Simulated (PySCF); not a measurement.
## Partial charges of MgH2

Compound: MgH₂.
Geometry (PBE0-D3(BJ)/def2-SVP, Å), atoms numbered from 1 in this order:
```xyz
3
MgH2 angstrom
Mg     0.000    0.000    0.000
H     -0.019   -0.023    1.705
H      0.018    0.023   -1.705
```

Density: PBE0/pcSseg-1 (PySCF); schemes: Mulliken, IAO, Hirshfeld and ESP-fitted. Isolated species at its PBE0-D3(BJ)/def2-SVP geometry, gas phase.

Question: Tabulate the Mulliken, IAO, Hirshfeld and ESP-fitted charges.

Answer: In e:

| atom | environment | Mulliken | IAO | Hirshfeld | ESP-fitted |
| --- | --- | --- | --- | --- | --- |
| Mg1 | magnesium bonded to 2 H | +0.731 | +1.148 | +0.538 | +0.874 |
| H2 | hydrogen on Mg1 | -0.366 | -0.574 | -0.269 | -0.437 |
| H3 | hydrogen on Mg1 | -0.366 | -0.574 | -0.269 | -0.437 |

Mean size of the charges over all atoms: IAO 0.765 e, ESP-fitted 0.583 e, Mulliken 0.488 e, Hirshfeld 0.358 e. Each set sums to the total charge, 0, to within 0.001 e. The Hirshfeld scheme weights the molecular density at each point by an atom's share of the summed free-atom densities.

Lowest charge. All schemes agree: Mulliken H2 and H3 (-0.366); IAO H2 and H3 (-0.574); Hirshfeld H2 and H3 (-0.269); ESP-fitted H2 and H3 (-0.437).

Highest charge. All schemes agree: Mulliken Mg1 (+0.731); IAO Mg1 (+1.148); Hirshfeld Mg1 (+0.538); ESP-fitted Mg1 (+0.874).

Question: Sum the charges by element, for elements with more than one atom.

Answer: 
```tsv
element	atoms	Mulliken	IAO	Hirshfeld	ESP-fitted
H	2	-0.731	-1.148	-0.538	-0.874
```

Question: How many electrons does the Hirshfeld scheme count on Mg1?

Answer: Z − q = 12 − (+0.538) = 11.462.

The run behind these numbers computed NMR shieldings as well. Time: 1.0 s of wall time. Hardware: an Arm Neoverse V1 with one thread, on a shared host.
